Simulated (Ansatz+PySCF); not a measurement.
The numbers below are computed, except where a source is named.
This Ansatz input gave a total energy of -38.84509 hartree.

```yaml
crystal:
  periodic: [false, false, false]
  atoms:
    - { symbol: C, position_ang: [0.00189, -0.00577, -0.17168] }
    - { symbol: H, position_ang: [0.00306, 0.85367, 0.53406] }
    - { symbol: H, position_ang: [-0.00719, -0.85535, 0.53652] }
basis:
  gaussian: { orbitals: def2-SVP }
hamiltonian:
  xc: hf
scf:
  omitted_lower_state_checks: [starts, atomic_configurations, cluster_reference, orbital_swaps, given_window_search, neighbouring_geometries, increment]
```

(1) Write an input for PySCF with the same method and basis set.

Answers

(1)

```python
from pyscf import gto, scf

mol = gto.M(atom="""
C 0.001890 -0.005770 -0.171680
H 0.003060 0.853670 0.534060
H -0.007190 -0.855350 0.536520
""", basis='def2-svp', charge=0, spin=0)
mf = scf.RHF(mol)
mf.init_guess = 'minao'
mf.kernel()
while True:  # follow internal instabilities
    mo, _, stable, _ = mf.stability(return_status=True)
    if stable: break
    mf.kernel(mf.make_rdm1(mo, mf.mo_occ))
print(mf.converged, mf.e_tot, mf.spin_square()[0])
```

PySCF 2.14.0 gave -38.84509 hartree, 0.00 meV from the first. Caution: another spin multiplicity may lie lower; an unrestricted determinant lies well below.
